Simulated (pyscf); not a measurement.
Elementary routes open to `[O]=[V]([F])([F])[F]` + `[ClH]` in the gas phase (singlet surface):
A. `[OH][V]([F])([F])([F])[Cl]` (Cl–H broken; H–O, Cl–V formed)
B. `[O]=[V]([F])([F])[Cl]` + `[FH]` (F–V, Cl–H broken; Cl–V, F–H formed)

Single points on ωB97X-D3(BJ)/def2-SVP structures (PySCF, gas phase).

Question: Rank the routes by free-energy barrier at 1200 K, lowest first, for ωB97M-D3(BJ)/def2-TZVP energies (ideal gas, 1 atm, RRHO with modes under 100 cm⁻¹ raised to 100, one conformer, R ln 2 for chiral ones without a mode under 150 cm⁻¹).

Answer: B (53.9 kcal/mol), A (67.0 kcal/mol)

Route B is the fastest of these, ahead of the next by 13.1 kcal/mol. The most stable products are those of B (ΔG = +2.0 kcal/mol), so kinetics and thermodynamics agree. At 298 K B is still the fastest. A: On the product side the descent ends in a point that may be a rotor saddle (no frequency run), 2.7 kcal/mol over the lowest minimum found and 9.5 kcal/mol under the saddle at ωB97X-D3(BJ)/def2-TZVP. B: On the product side the descent ends in an adduct with a F–V contact, 1.7 kcal/mol under the separated species and 12.2 kcal/mol under the saddle at ωB97X-D3(BJ)/def2-TZVP. Only these routes are compared; each barrier is that of the saddle found, and lower ones may exist.
